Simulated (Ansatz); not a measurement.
Breaking a bond: HF, singlet.

Methods: RCCSD(T) = CCSD(T) on RHF/def2-SVP, frozen core run with Ansatz (a program for electronic structure); FCI = full CI/def2-SVP, frozen core run with Ansatz; RHF/def2-SVP (Ansatz).

Energies are in eV, each relative to the lowest point of its own curve near equilibrium.

| R / Å | RCCSD(T) | FCI | RHF |
|---|---|---|---|
| 0.74 | 1.613 | 1.616 | 1.395 |
| 0.78 | 0.868 | 0.871 | 0.702 |
| 0.84 | 0.239 | 0.241 | 0.148 |
| 0.86 | 0.127 | 0.128 | 0.061 |
| 0.89 | 0.029 | 0.029 | 0.000 |
| 0.92 | 0.000 | 0.000 | 0.009 |
| 0.95 | 0.027 | 0.026 | 0.073 |
| 0.96 | 0.046 | 0.045 | 0.105 |
| 1.03 | 0.292 | 0.289 | 0.438 |
| 1.08 | 0.550 | 0.546 | 0.760 |
| 1.14 | 0.913 | 0.908 | 1.201 |
| 1.25 | 1.642 | 1.634 | 2.082 |
| 1.40 | 2.618 | 2.606 | 3.297 |
| 1.48 | 3.089 | 3.075 | 3.916 |
| 1.65 | — | 3.915 | 5.125 |
| 1.85 | — | 4.623 | 6.357 |
| 2.02 | — | 5.014 | 7.249 |
| 2.28 | — | 5.343 | 8.376 |
| 2.48 | — | 5.463 | 9.077 |
| 2.75 | — | 5.539 | 9.837 |
| 3.23 | — | 5.581 | 10.783 |
| 3.63 | — | 5.588 | 11.296 |

At the longest distance, 3.63 Å, RHF lies highest above its minimum (11.296 eV) and FCI lowest (5.588 eV).

A dash means that the run gave no value there, or that the column was ended at a point which the program doubted or which failed a test of continuity chosen for this set; such a test can also cut sound points.

The T1 diagnostic of CCSD on the restricted reference of RCCSD(T) exceeds 0.045 at 1.85 to 3.63 Å. The restricted form behind RHF keeps the bonding electrons paired and can't separate into open-shell fragments.
